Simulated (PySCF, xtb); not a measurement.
Li₂, SMILES [Li][Li].

Harmonic wavenumbers (cm⁻¹) from GFN2-xTB (xtb 6.7.1) at its own minimum, in rising order: 388.

Q: What does PySCF with B3LYP-D3(BJ)/def2-TZVPD give at its own minimum? (An estimate is asked for; the answer gives what the named calculation found.)

A: 325. Paired by order, the mean absolute difference is 63 cm⁻¹ and the zero-point energies are 0.6 and 0.5 kcal/mol.
